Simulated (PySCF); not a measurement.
Molecule: SMILES C#C[C@@H]1N[C@@H]1C, C5H7N.

Geometry:
| atom | x (Å) | y (Å) | z (Å) |
| --- | --- | --- | --- |
| C1 | 2.352 | 0.798 | 0.368 |
| C2 | 1.455 | -0.018 | 0.351 |
| C3 | 0.407 | -1.005 | 0.335 |
| N4 | -0.291 | -1.327 | -0.914 |
| C5 | -1.013 | -0.596 | 0.106 |
| C6 | -1.399 | 0.842 | -0.083 |
| H7 | 3.149 | 1.518 | 0.379 |
| H8 | 0.600 | -1.873 | 0.976 |
| H9 | 0.022 | -0.692 | -1.649 |
| H10 | -1.766 | -1.207 | 0.618 |
| H11 | -0.575 | 1.422 | -0.525 |
| H12 | -2.277 | 0.922 | -0.743 |
| H13 | -1.658 | 1.307 | 0.880 |

Geometry PBE0-D3(BJ)/def2-SVP throughout; GIAO in PySCF, gas phase, one conformer, non-relativistic; equivalent atoms averaged; functional PBE0.

For orientation, 6-311+G(2d,p) gives these absolute shieldings σ: C1 113.6, C5 151.8, C3 161.8, C6 169.6, N4 206.7, H7 29.71, H8 29.31, H11/H12/H13 30.20, H9 32.42 ppm.

A run gave: C1 114.2, C5 151.8, C3 161.8, C6 168.9, N4 207.3, H7 29.67, H8 29.29, H11/H12/H13 30.17, H9 32.41 ppm (absolute shieldings σ).

Q: Which basis set was used in that run?
A. STO-3G
B. def2-SVP
C. 6-31G*
D. pcSseg-1
E. def2-TZVP

A: E. C1 tells them apart best: def2-TZVP gives 114.2, STO-3G gives 168.1, def2-SVP gives 124.1, 6-31G* gives 127.7, pcSseg-1 gives 108.6 ppm.
